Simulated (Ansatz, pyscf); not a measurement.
H₂Si=S + HF → :HSi–SH [singlet] + HF, a concerted two-bond exchange on the singlet surface: H–Si, F–H broken, H–S, F–H formed. Single points on ωB97X-D3(BJ)/def2-SVP structures (PySCF, gas phase). Wave-function energies: Ansatz (an electronic-structure program), frozen core, RHF or UHF references. In kJ/mol, from the separated reactants.

Cost: rough CPU time of the saddle's run relative to CCSD(T)/cc-pV(D+d)Z, from one job on a shared machine, with the HF step and its search for lower states.

| level | barrier | reaction energy | cost |
|---|---|---|---|
| PBE/def2-TZVP | 101.10 | +41.21 | – |
| r²SCAN/def2-TZVP | 123.53 | +54.74 | – |
| CCSD(T)/cc-pV(D+d)Z | 168.49 | +39.38 | 1 |
| CCSDT(Q)/cc-pV(D+d)Z | 166.46 | +39.44 | 100 |
| CCSD(T)/cc-pV(T+d)Z | 166.11 | +43.50 | 8 |
| CCSD(T)/cc-pV(Q+d)Z | 168.04 | +47.89 | – |

In cc-pV(D+d)Z, going from CCSD(T) to CCSDT(Q) shifts the barrier by -2.03 and the reaction energy by +0.06 kJ/mol. With HF in the quadruple-zeta basis and the correlation energy extrapolated as X⁻³ from X = 3, 4, CCSD(T) gives 166.70 and +49.81; adding the double-zeta shift gives ΔE‡ = 164.67 and ΔE = +49.87 kJ/mol, without core correlation, relativity or geometry relaxation at these levels. On the reactant side the descent ends in a complex, 31.47 kJ/mol under the separated species and 183.52 kJ/mol under the saddle at ωB97X-D3(BJ)/def2-TZVP. On the product side the descent ends in a complex, 21.65 kJ/mol under the separated species and 125.56 kJ/mol under the saddle at ωB97X-D3(BJ)/def2-TZVP. At ωB97X-D3(BJ)/def2-TZVP the barrier from the zero used here is 152.05 kJ/mol. This saddle turned up in a search for another step; its sides and bond changes are read from the two ends of the descent. This is the saddle that the search found; another between the same sides may lie lower.
